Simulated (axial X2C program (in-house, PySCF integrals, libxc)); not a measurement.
**NO at several levels of theory**

Computed with an in-house relativistic program for diatomic molecules. Spin-free means the one-electron spin-free X2C Hamiltonian; two-component (2c) means X2C with spin–orbit coupling and atomic mean-field two-electron Coulomb and Gaunt terms, so the difference of the two also holds small scalar two-electron terms. Basis: O dyall-av3z [7s6p3d2f], N dyall-av3z [7s7p3d2f] (cores contracted in-house); Gaussian nuclei, density fitting, unrestricted open shells. Masses: O 15.995 u, N 14.003 u.

The run was started with this input:
```json
{"zs": [8, 7], "q": 0, "bas": ["dyall-av3z", "dyall-av3z"], "levels": ["PBE0", "HF", "BHandHLYP"], "cc": true, "r0": 1.17, "thr": -2.0, "nmax": 90, "npts": 10, "nst": 2, "ntry": 6}
```
```bash
python so2c.py task.json out
```

Keys: zs atomic numbers; q charge; bas basis sets; levels methods; cc coupled cluster on or off; r0 starting distance in Å; thr threshold in hartree for freezing inner shells (an s shell follows its p shell); nmax most natural virtual spinors; npts points on the curve; nst determinants followed; ntry starts of the search. HF also brings MP2.

State, spin-free: M_S = 1/2, Λ = 1 (beyond evenly filled blocks: π+α); electrons by block: σα: 5, σβ: 5, π+α: 2, π+β: 1, π-α: 1, π-β: 1. Fragments: O + N.

State, 2c: Ω = 1/2 (⟨Sz⟩ = -0.50, ⟨Lz⟩ = 1.00 at PBE0); electrons by block: 1/2: 7, -1/2: 6, 3/2: 1, -3/2: 1. Fragments: O + N.

```
Hamiltonian      level  Re (Å)  ωe (cm⁻¹)  ωexe (cm⁻¹)  De (eV)  D0 (eV)  k (mdyn/Å)  μ (D)
  spin-free       PBE0   1.140     2023.9         11.9     6.58     6.45          18  -0.16
  spin-free       CCSD   1.145     2060.4          n/a     5.92     5.79        18.7    n/a
  spin-free  BHandHLYP   1.128     2108.3          n/a     5.68     5.55        19.6  -0.07
         2c       PBE0   1.140     2023.8         11.9     6.59     6.46          18  -0.16
         2c       CCSD   1.145     2059.8          n/a     5.93     5.80        18.7    n/a
         2c  BHandHLYP   1.128     2108.2          n/a     5.69     5.56        19.6  -0.07
```

Correlated methods: 11 electrons correlated (number of frozen shells: O 1 s; N 1 s), 197 virtual spin orbitals or spinors in MP2, 90 natural virtuals in coupled cluster.

Dipoles are positive if N is the positive end.

The state is a single determinant with fixed occupations, the lowest that a limited PBE0 search found. De is counted from the lowest determinant-based energies of the atoms at the same level, without counterpoise correction. Density functionals use the spin component along the axis (collinear). CCSD ran in a truncated set of natural virtual spinors with an MP2 remainder; without triples it tends to underbind. The 2c atoms are single determinants rather than J levels; their spin–orbit lowering is only partly caught, and De is too large by that part. This holds for PBE0, BHandHLYP. Without a current term, density functionals place determinants with orbital angular momentum somewhat too high. The determinant is spin-polarised beyond a pure state at some levels (its spin-free form has ⟨S²⟩ too high), which makes Re and μ there less reliable.

No reliable constants came from CCSD(T) (2c), CCSD(T) (spin-free), HF (2c), HF (spin-free), MP2 (2c), MP2 (spin-free): no minimum in range, unconverged points, a curve that is not smooth, a change of character along it, or the two Hamiltonians disagreeing along it.

Rough cost a point (2c) on 1 thread(s) of a shared host, integrals apart: PBE0 0.4 s, BHandHLYP 0.4 s.
